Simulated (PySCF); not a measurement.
Compound: PF₃.
SMILES: `FP(F)F`

Method used: PBE0-D3(BJ)/def2-SVP geometry optimisation, gas phase in PySCF.

Masses are those of the commonest isotopes; rigid-rotor values at the optimised geometry. 

Give the principal moments of inertia and the rotational constants in cm⁻¹.

Ia = 67.18, Ib = 67.33, Ic = 109.13 u·Å²; 505379 MHz·u·Å²/I gives 7523, 7506 and 4631 MHz, that is A = 0.25093, B = 0.25037, C = 0.15447 cm⁻¹.

Classify the top.

An oblate symmetric top, as the point group C3v requires two equal moments; the computed ones differ by 0.22 % because the geometry is symmetric only within the optimiser's tolerance: κ = (2 × 7506 − 7523 − 4631)/(7523 − 4631) = 0.99.

Is it planar, by Δ = Ic − Ia − Ib?

Not planar: Δ = Ic − Ia − Ib = -25.38 u·Å². For a rigid frame Δ = −2 Σ m c², so Σ m c² = 12.69 u·Å² lies off the ab plane. The atom farthest from that plane is 0.52 Å away.

Give the other two planar moments, Paa and Pbb, and the rms extents of the mass along the axes.

Paa = Σ m a² = (Ib + Ic − Ia)/2 = 54.64 and Pbb = Σ m b² = (Ia + Ic − Ib)/2 = 54.49 u·Å². With the mass M = 87.97 u, the rms extents √(P/M) along a, b and c are 0.79, 0.79, 0.38 Å.

Where do the R-branch lines fall?

The dipole of 1.30 D lies along the symmetry axis, so ΔK = 0 and J+1 ← J falls at 2B(J+1) for every K: 15.03 GHz, 30.06 GHz, 45.09 GHz, 60.11 GHz, 75.14 GHz for J = 0 to 4.

Estimate the classical rotational partition function at 25 K, 50 K and 200 K.

Point group C3v, symmetry number σ = 3; q = (√π/σ)·√((kT/h)³/(ABC)), k/h = 20836.6 MHz/K: 434 at 25 K, 1230 at 50 K, 9830 at 200 K.

Not checked by PBE0-D3(BJ)/def2-SVP frequencies. These are rigid-rotor constants of the computed structure; measured ground-state constants (B0) also hold zero-point vibration.
